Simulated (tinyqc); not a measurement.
CIS and TDHF on RHF in the sto-6g basis, for H2O, spin multiplicity 1, step by step. One step of it, computed by the program tinyqc.

Question. TDHF (RPA) singlet states. B(ia,jb) = 2 (ia|jb) - (ib|ja); the squared energies are the eigenvalues of (A - B)(A + B); 1 hartree = 27.211386 eV.

CIS matrix A, singlet (hartree):
```
           1>6        1>7       2>6        2>7        3>6        3>7        4>6        4>7
1>6  20.231593   0.000000  0.033272   0.000000   0.000000  -0.017522  -0.022830   0.000000
1>7   0.000000  20.273735  0.000000   0.043991  -0.000200   0.000000   0.000000  -0.023718
2>6   0.033272   0.000000  1.235001   0.000000   0.000000   0.048416   0.068495   0.000000
2>7   0.000000   0.043991  0.000000   1.242237  -0.019015   0.000000   0.000000  -0.016297
3>6   0.000000  -0.000200  0.000000  -0.019015   0.530602   0.000000   0.000000   0.045734
3>7  -0.017522   0.000000  0.048416   0.000000   0.000000   0.762495   0.163905   0.000000
4>6  -0.022830   0.000000  0.068495   0.000000   0.000000   0.163905   0.575495   0.000000
4>7   0.000000  -0.023718  0.000000  -0.016297   0.045734   0.000000   0.000000   0.544357
5>6   0.000000   0.000000  0.000000   0.000000   0.000000   0.000000   0.000000   0.000000
5>7   0.000000   0.000000  0.000000   0.000000   0.000000   0.000000   0.000000   0.000000

          5>6       5>7
1>6  0.000000  0.000000
1>7  0.000000  0.000000
2>6  0.000000  0.000000
2>7  0.000000  0.000000
3>6  0.000000  0.000000
3>7  0.000000  0.000000
4>6  0.000000  0.000000
4>7  0.000000  0.000000
5>6  0.318649  0.000000
5>7  0.000000  0.352099
```

Two-electron integrals over orbitals (pq|rs), unique and non-zero (hartree):
```
(11|11) 4.764078    (21|11) -0.444141   (21|21) 0.066749    (22|11) 1.043673
(22|21) -0.017060   (22|22) 0.730519    (31|31) 0.011669    (32|31) 0.017384
(32|32) 0.125455    (33|11) 0.770476    (33|21) -0.004830   (33|22) 0.615910
(33|33) 0.590129    (41|11) 0.168542    (41|21) -0.023871   (41|22) 0.011915
(41|33) 0.005135    (41|41) 0.023568    (42|11) -0.162594   (42|21) 0.008446
(42|22) -0.034140   (42|33) -0.000021   (42|41) 0.016532    (42|42) 0.129206
(43|31) -0.002917   (43|32) 0.025269    (43|43) 0.060222    (44|11) 0.892420
(44|21) -0.010100   (44|22) 0.646250    (44|33) 0.559063    (44|41) -0.007278
(44|42) -0.081754   (44|44) 0.659159    (51|51) 0.026634    (52|51) 0.033418
(52|52) 0.153102    (53|53) 0.026848    (54|51) -0.011693   (54|52) -0.044122
(54|54) 0.045176    (55|11) 1.117106    (55|21) -0.011704   (55|22) 0.760636
(55|33) 0.603142    (55|41) 0.004209    (55|42) -0.085897   (55|44) 0.665534
(55|55) 0.880663    (61|11) -0.183004   (61|21) 0.029359    (61|22) -0.002025
(61|33) 0.001051    (61|41) 0.003780    (61|42) 0.021511    (61|44) -0.014306
(61|55) -0.004517   (61|61) 0.026505    (62|11) 0.253308    (62|21) -0.006098
(62|22) 0.127694    (62|33) 0.068938    (62|41) 0.018677    (62|42) 0.037275
(62|44) 0.049539    (62|55) 0.132412    (62|61) 0.012649    (62|62) 0.095335
(63|31) 0.002971    (63|32) -0.026855   (63|43) -0.036699   (63|63) 0.067404
(64|11) 0.292105    (64|21) -0.003666   (64|22) 0.141498    (64|33) 0.055942
(64|41) -0.000629   (64|42) -0.063876   (64|44) 0.129857    (64|55) 0.165219
(64|61) -0.003288   (64|62) 0.053491    (64|64) 0.115576    (65|51) 0.011607
(65|52) 0.046220    (65|54) 0.008592    (65|65) 0.033404    (66|11) 0.804694
(66|21) -0.007974   (66|22) 0.601161    (66|33) 0.549770    (66|41) 0.016254
(66|42) 0.038487    (66|44) 0.550896    (66|55) 0.586927    (66|61) 0.009234
(66|62) 0.095575    (66|64) 0.061367    (66|66) 0.588235    (71|31) 0.014492
(71|32) 0.020743    (71|43) -0.003694   (71|63) 0.003313    (71|71) 0.018016
(72|31) 0.015130    (72|32) 0.057628    (72|43) -0.031657   (72|63) 0.028674
(72|71) 0.018136    (72|72) 0.067748    (73|11) 0.372985    (73|21) -0.006664
(73|22) 0.170937    (73|33) 0.092130    (73|41) -0.000417   (73|42) -0.083490
(73|44) 0.124861    (73|55) 0.205832    (73|61) -0.005348   (73|62) 0.062389
(73|64) 0.114877    (73|66) 0.050108    (73|73) 0.167201    (74|31) -0.008133
(74|32) -0.072104   (74|43) -0.021512   (74|63) 0.055792    (74|71) -0.010057
(74|72) -0.014589   (74|74) 0.075549    (75|53) 0.023763    (75|75) 0.023715
(76|31) 0.006827    (76|32) 0.076362    (76|43) 0.065850    (76|63) -0.058317
(76|71) 0.008212    (76|72) -0.006031   (76|74) -0.063902   (76|76) 0.108000
(77|11) 0.801583    (77|21) -0.007718   (77|22) 0.594759    (77|33) 0.573478
(77|41) 0.003604    (77|42) -0.012881   (77|44) 0.557986    (77|55) 0.590106
(77|61) -0.002255   (77|62) 0.055581    (77|64) 0.046904    (77|66) 0.548099
(77|73) 0.081407    (77|77) 0.578987
```

Give: TDHF matrix B, singlet; squared energies w^2; TDHF energies from the positive w^2.

Answer.

TDHF matrix B, singlet (hartree):
```
         1>6      1>7     2>6      2>7      3>6      3>7      4>6      4>7
1>6   0.0265   0.0000  0.0126   0.0000   0.0000  -0.0140  -0.0033   0.0000
1>7   0.0000   0.0180  0.0000   0.0181   0.0120   0.0000   0.0000  -0.0101
2>6   0.0126   0.0000  0.0953   0.0000   0.0000   0.0961   0.0535   0.0000
2>7   0.0000   0.0181  0.0000   0.0677  -0.0050   0.0000   0.0000  -0.0146
3>6   0.0000   0.0120  0.0000  -0.0050   0.0674   0.0000   0.0000  -0.0033
3>7  -0.0140   0.0000  0.0961   0.0000   0.0000   0.1672   0.1740   0.0000
4>6  -0.0033   0.0000  0.0535   0.0000   0.0000   0.1740   0.1156   0.0000
4>7   0.0000  -0.0101  0.0000  -0.0146  -0.0033   0.0000   0.0000   0.0755
5>6   0.0000   0.0000  0.0000   0.0000   0.0000   0.0000   0.0000   0.0000
5>7   0.0000   0.0000  0.0000   0.0000   0.0000   0.0000   0.0000   0.0000

        5>6     5>7
1>6  0.0000  0.0000
1>7  0.0000  0.0000
2>6  0.0000  0.0000
2>7  0.0000  0.0000
3>6  0.0000  0.0000
3>7  0.0000  0.0000
4>6  0.0000  0.0000
4>7  0.0000  0.0000
5>6  0.0334  0.0000
5>7  0.0000  0.0237
```

squared energies w^2 (hartree^2): 0.1004  0.1234  0.2254  0.2357  0.3349  0.6208  1.5241  1.5402  409.3200  411.0282

TDHF energies from the positive w^2 (eV): 8.6231  9.5594  12.9193  13.2116  15.7473  21.4402  33.5933  33.7703  550.5315  551.6790
